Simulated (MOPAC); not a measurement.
MOPAC input (MNDO):

```
MNDO PRECISE GNORM=0.05 LET XYZ GEO-OK AUX(PRECISION=9) THREADS=1
C3H4

C    -0.00105023 1   -0.00044593 1    0.21807837 1
C    -0.00682676 1   -0.00289863 1    1.41756777 1
C     0.00595226 1    0.00252732 1   -1.23597935 1
H    -0.01194066 1   -0.00506999 1    2.47946412 1
H     0.01516829 1    1.02317495 1   -1.62370089 1
H     0.88736845 1   -0.51296496 1   -1.62264162 1
H    -0.87904773 1   -0.50023658 1   -1.63112234 1
```

From the output:

```
                                                       MOPAC v23.2.5 Linux

          FINAL HEAT OF FORMATION =         41.35708 KCAL/MOL =     173.03801 KJ/MOL

          COSMO AREA              =         87.39 SQUARE ANGSTROMS
          COSMO VOLUME            =         68.70 CUBIC ANGSTROMS

          GRADIENT NORM           =          0.00765          =       0.00289 PER ATOM
          IONIZATION POTENTIAL    =         10.716716 EV
          HOMO LUMO ENERGIES (EV) =        -10.717  1.841
          NO. OF FILLED LEVELS    =          8
          MOLECULAR WEIGHT        =         40.0646         POINT GROUP:  C3v

          MOLECULAR DIMENSIONS (Angstroms)

            Atom       Atom       Distance
            H     5    H     4     4.22057
            H     7    H     6     1.79696
            H     6    H     4     1.50846

          SCF CALCULATIONS        =         14

   ATOM   CHEMICAL          X               Y               Z
  NUMBER   SYMBOL      (ANGSTROMS)     (ANGSTROMS)     (ANGSTROMS)

     1       C         -0.00104688  *  -0.00044376  *   0.21723377  *
     2       C         -0.00681105  *  -0.00289220  *   1.41435343  *
     3       C          0.00591329  *   0.00250924  *  -1.22757987  *
     4       H         -0.01187088  *  -0.00504054  *   2.46501064  *
     5       H          0.01529530  *   1.04077171  *  -1.62384133  *
     6       H          0.90254182  *  -0.52187086  *  -1.62276310  *
     7       H         -0.89434915  *  -0.50892416  *  -1.63139083  *

                             CARTESIAN COORDINATES

   1    C       -0.001046878    -0.000443759     0.217233768
   2    C       -0.006811050    -0.002892202     1.414353431
   3    C        0.005913287     0.002509241    -1.227579870
   4    H       -0.011870876    -0.005040544     2.465010637
   5    H        0.015295296     1.040771709    -1.623841335
   6    H        0.902541815    -0.521870856    -1.622763095
   7    H       -0.894349152    -0.508924164    -1.631390825

           Empirical Formula: C3 H4  =     7 atoms

      MOLECULAR POINT GROUP   :   C3v

                  EIGENVALUES
 -37.09603 -30.01460 -19.24527 -15.05955 -14.46365 -14.46362 -10.71672 -10.71672
   1.84142   1.84143   4.35630   4.35632   4.36449   5.06864   5.89319   7.71943

              NET ATOMIC CHARGES AND DIPOLE CONTRIBUTIONS

  ATOM NO.   TYPE          CHARGE      No. of ELECS.   s-Pop       p-Pop
    1          C          -0.187446        4.1874     1.21662     2.97083
    2          C          -0.121808        4.1218     1.22899     2.89282
    3          C           0.148393        3.8516     1.18254     2.66907
    4          H           0.156195        0.8438     0.84381
    5          H           0.001555        0.9984     0.99844
    6          H           0.001556        0.9984     0.99844
    7          H           0.001555        0.9984     0.99844
 DIPOLE           X         Y         Z       TOTAL
 POINT-CHG.     0.000     0.000    -0.085     0.085
 HYBRID        -0.001    -0.000     0.201     0.201
 SUM           -0.001    -0.000     0.116     0.116

          ATOMIC ORBITAL ELECTRON POPULATIONS

     Atom    s        px        py        pz
    1  C   1.21662   1.01794   1.01795   0.93494
    2  C   1.22899   0.98956   0.98956   0.91370
    3  C   1.18254   0.91742   0.91742   0.83423
    4  H   0.84381
    5  H   0.99844
    6  H   0.99844
    7  H   0.99844

 **********************
 *                    *
 * JOB ENDED NORMALLY *
 *                    *
 **********************

 == MOPAC DONE ==
```

The geometry given is a B3LYP-D3(BJ)/def2-TZVP minimum.
